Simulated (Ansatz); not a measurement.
Mulliken charges of `S[B]S` radical from r2SCAN/def2-TZVPP in Ansatz (PBE0-D4/def2-TZVP geometry).

```json
{"atom": "S1", "x (Å)": "-1.572", "y (Å)": "0.111", "z (Å)": "-0.602", "charge (e)": "-0.079"}
{"atom": "B2", "x (Å)": "0.020", "y (Å)": "0.835", "z (Å)": "-0.563", "charge (e)": "0.008"}
{"atom": "S3", "x (Å)": "1.600", "y (Å)": "0.554", "z (Å)": "0.133", "charge (e)": "-0.079"}
{"atom": "H4", "x (Å)": "-1.363", "y (Å)": "-0.977", "z (Å)": "0.179", "charge (e)": "0.075"}
{"atom": "H5", "x (Å)": "1.365", "y (Å)": "-0.597", "z (Å)": "0.812", "charge (e)": "0.075"}
```

By hand: the dipole of these point charges (1 e Å = 4.8032 D).

Σ q r = (-0.002, -0.164, 0.107) e Å, of length 0.196 e Å = 0.94 D.

How does the dipole of the full density compare? (Estimate.)

Computed: (-0.004, -0.336, 0.220) e Å, 1.93 D; the point charges give 0.49 times that, at 0° from its direction.

Point charges leave out the atoms' own dipoles, such as those of lone pairs, and Mulliken's split depends on the basis, so the two needn't agree.
